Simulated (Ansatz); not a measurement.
Reaction: C3H7Br (SMILES CC(C)Br) → C3H7 (SMILES C[CH]C, doublet) + Br (doublet) (the Br-C bond breaks)
Each species at its own B3LYP-D3(BJ)/def2-TZVP minimum (Ansatz, a first-principles code).

Total energies in hartree (Ansatz). Radicals and triplets start from unrestricted determinants; spin-orbit coupling is neglected. Cores are frozen in correlated methods (noble-gas shells, and filled d and f shells in the p block). No relativity. Spin-orbit terms, left out, reach several kcal/mol for Br and I, and more for heavier atoms.

```tsv
species	HF/cc-pVTZ	CCSD(T)/cc-pVTZ	HF/cc-pVQZ	CCSD(T)/cc-pVQZ	CCSD(T)/cc-pVDZ	CCSDT(Q)/cc-pVDZ
1: C3H7Br (2-bromopropane, SMILES CC(C)Br)	-2690.19234	-2690.96582	-2690.20280	-2691.02326	-2690.70399	-2690.70593
2: C3H7 (SMILES C[CH]C, doublet)	-117.67919	-118.24596	-117.68682	-118.28099	-118.11766	-118.11923
3: Br (doublet)	-2572.44509	-2572.60263	-2572.44802	-2572.62195	-2572.47590	-2572.47619
```

**Question.** Work out the bond dissociation energy (electronic) in kcal/mol: take Hartree-Fock from cc-pVQZ, extrapolate the CCSD(T) correlation energy as X^-3 (X = 3, 4), and add CCSDT(Q) - CCSD(T) in cc-pVDZ. 1 hartree = 627.51 kcal/mol.

**Answer.** 
Species 1: correlation (64·(-0.82046) - 27·(-0.77348))/37 = -0.85474; step -0.00194; E1 = -2690.20280 + (-0.85474) + (-0.00194) = -2691.05948
Species 2: correlation (64·(-0.59417) - 27·(-0.56677))/37 = -0.61416; step -0.00157; E2 = -117.68682 + (-0.61416) + (-0.00157) = -118.30255
Species 3: correlation (64·(-0.17393) - 27·(-0.15754))/37 = -0.18589; step -0.00029; E3 = -2572.44802 + (-0.18589) + (-0.00029) = -2572.63420
-1·E1 +1·E2 +1·E3 = 0.12273 hartree = 77.0 kcal/mol.
